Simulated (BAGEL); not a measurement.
**One shape, several levels: triplet C3H2FN**

Wanted: a comparison of 4 runs (UHF/STO-3G, ROHF/6-31G*, ROHF/cc-pVDZ, UHF/cc-pVDZ) of triplet C3H2FN. 

The results are computed with BAGEL 1.2.2.

## Step 1: The structure to begin with

C3H2FN: 7 atoms, total charge 0, spin state triplet. As SMILES of the parent species, `N#C/C=C/F`. The coordinates come from a GFN2-xTB relaxation. That shape belongs to the parent species and isn't relaxed for this state.

Bond lengths: N1–C2 1.146 Å, C2–C3 1.407 Å, C3–C4 1.328 Å, C4–F5 1.331 Å, C3–H6 1.081 Å, C4–H7 1.081 Å. Angles: N1–C2–C3 178.7°, C2–C3–C4 121.8°, C3–C4–F5 121.5°, C2–C3–H6 116.8°, C4–C3–H6 121.5°, C3–C4–H7 125.8°, F5–C4–H7 112.7°.

## Step 2: A single-point energy at UHF/STO-3G (density fitting with qzvpp-jkfit) (run 1)

input.json

```json
{ "bagel" : [

{
  "title" : "molecule",
  "basis" : "sto-3g",
  "df_basis" : "qzvpp-jkfit",
  "angstrom" : true,
  "geometry" : [
    { "atom" : "N", "xyz" : [      -0.001030,      -2.490240,       0.494220 ] },
    { "atom" : "C", "xyz" : [      -0.078040,      -1.347710,       0.460500 ] },
    { "atom" : "C", "xyz" : [      -0.183210,       0.055420,       0.449500 ] },
    { "atom" : "C", "xyz" : [       0.180570,       0.775210,      -0.605510 ] },
    { "atom" : "F", "xyz" : [       0.078420,       2.101910,      -0.610250 ] },
    { "atom" : "H", "xyz" : [      -0.575720,       0.521470,       1.342840 ] },
    { "atom" : "H", "xyz" : [       0.579010,       0.383930,      -1.531300 ] }
  ]
},

{ "title" : "uhf", "nopen" : 2 },

{ "title" : "print", "file" : "orbitals.molden", "orbitals" : true }

]}
```

Command:

```console
$ BAGEL_NUM_THREADS=1 BAGEL input.json > input.out
```

Log:

```text
* using 1 threads per process

  ===============================================================
  ===============================================================

  *** Geometry ***

[... 23 lines left out ...]
      * DIIS with orbital gradients will be used.

  === UHF iteration (sto-3g) ===
      0       -264.72512268          0.05694588           0.02
      1       -264.82623118          0.04969763           0.02
      2       -264.88234432          0.04042012           0.02
[... 18 lines of this table left out ...]
     21       -264.97119436          0.00000000           0.02
    * SCF iteration converged.

    * S^2 (UHF) is 2.2305

    * Permanent dipole moment:
           (    0.058996,    -0.754993,     0.002290) a.u.

    * METHOD: UHF                                  0.56

    * METHOD: PRINT                                0.00

  ===============================================================
```

It took 0.81 s on 1 thread of Arm Neoverse V1, shared host.

## Step 3: The energy at ROHF/6-31G(d) (density fitting with qzvpp-jkfit, spherical functions) (run 2)

Changes to input.json since step 2:

```diff
@@ -4,3 +4,3 @@
   "title" : "molecule",
-  "basis" : "sto-3g",
+  "basis" : "6-31gs.json",
   "df_basis" : "qzvpp-jkfit",
@@ -18,3 +18,3 @@
 
-{ "title" : "uhf", "nopen" : 2 },
+{ "title" : "rohf", "nopen" : 2 },
```

The basis set 6-31G* is read from a file made from the Basis Set Exchange's data (not shown).

Command:

```console
$ BAGEL_NUM_THREADS=1 BAGEL input.json > input.out
```

Log:

```text
* using 1 threads per process

  ===============================================================
  ===============================================================

  *** Geometry ***

[... 23 lines left out ...]
      * DIIS with orbital gradients will be used.

  === ROHF iteration (6-31gs.json) ===
      0       -268.20274311          0.04790984           0.08
      1       -268.28449450          0.04633313           0.08
      2       -268.30997257          0.04180148           0.07
[... 18 lines of this table left out ...]
     21       -268.48158807          0.00000001           0.08
    * SCF iteration converged.

    * S^2 (ROHF) is 2.0000

    * Permanent dipole moment:
           (    0.069419,    -0.922994,     0.009712) a.u.

    * METHOD: ROHF                                 1.76

    * METHOD: PRINT                                0.01

  ===============================================================
```

Run time: 2.1 s. Hardware: 1 thread of Arm Neoverse V1, shared host.

Run 3 isn't shown in full; the table further down has it.

## Step 4: A single-point energy at UHF/cc-pVDZ (density fitting with qzvpp-jkfit) (run 4)

calc.json

```json
{ "bagel" : [

{
  "title" : "molecule",
  "basis" : "cc-pvdz.json",
  "df_basis" : "qzvpp-jkfit",
  "angstrom" : true,
  "geometry" : [
    { "atom" : "N", "xyz" : [   -0.001030,   -2.490240,    0.494220 ] },
    { "atom" : "C", "xyz" : [   -0.078040,   -1.347710,    0.460500 ] },
    { "atom" : "C", "xyz" : [   -0.183210,    0.055420,    0.449500 ] },
    { "atom" : "C", "xyz" : [    0.180570,    0.775210,   -0.605510 ] },
    { "atom" : "F", "xyz" : [    0.078420,    2.101910,   -0.610250 ] },
    { "atom" : "H", "xyz" : [   -0.575720,    0.521470,    1.342840 ] },
    { "atom" : "H", "xyz" : [    0.579010,    0.383930,   -1.531300 ] }
  ]
},
{
  "title" : "uhf",
  "nopen" : 2
},
{
  "title" : "print",
  "file" : "orbitals.molden",
  "orbitals" : true
}

]}
```

The basis set cc-pVDZ is read from a file made from the Basis Set Exchange's data (not shown).

Command:

```console
$ BAGEL_NUM_THREADS=1 BAGEL calc.json > calc.out
```

Log:

```text
* using 1 threads per process

  ===============================================================
  ===============================================================

  *** Geometry ***

[... 23 lines left out ...]
      * DIIS with orbital gradients will be used.

  === UHF iteration (cc-pvdz.json) ===
      0       -268.27388390          0.03331236           0.08
      1       -268.38229238          0.03222042           0.08
      2       -268.41885049          0.02629919           0.08
[... 22 lines of this table left out ...]
     25       -268.52132472          0.00000001           0.08
    * SCF iteration converged.

    * S^2 (UHF) is 2.1485

    * Permanent dipole moment:
           (    0.059694,    -0.745278,    -0.001188) a.u.

    * METHOD: UHF                                  2.17

    * METHOD: PRINT                                0.02

  ===============================================================
```

It took 2.5 s on 1 thread of Arm Neoverse V1, shared host; peak memory 0.096 GiB.

## Step 5: All runs side by side

```tsv
run	level	energy (Eh)	dipole moment (D)	⟨S²⟩	wall time
1	UHF/STO-3G (density fitting with qzvpp-jkfit)	-264.971194	1.92	2.231	0.81 s
2	ROHF/6-31G* (density fitting with qzvpp-jkfit, spherical functions)	-268.481588	2.35	2.000	2.1 s
3	ROHF/cc-pVDZ (density fitting with qzvpp-jkfit)	-268.503494	2.22	2.000	2.2 s
4	UHF/cc-pVDZ (density fitting with qzvpp-jkfit)	-268.521325	1.90	2.148	2.5 s
```

## Step 6: Summary of results

| quantity | value |
| --- | --- |
| run 4: total energy | -268.52132 Eh |
| run 4: dipole moment | 1.90 D |
| run 4: ⟨S²⟩ | 2.148 |

**Reading.** The dipole moment (its size) runs from 1.90 D (UHF/cc-pVDZ) to 2.35 D (ROHF/6-31G*). The two ends differ in method and basis. In run 1 the basis is minimal, so the values are rough. Spin contamination of the reference: run 1 ⟨S²⟩ = 2.23, run 4 ⟨S²⟩ = 2.15. All runs together took 7.5 s, the longest 2.5 s.
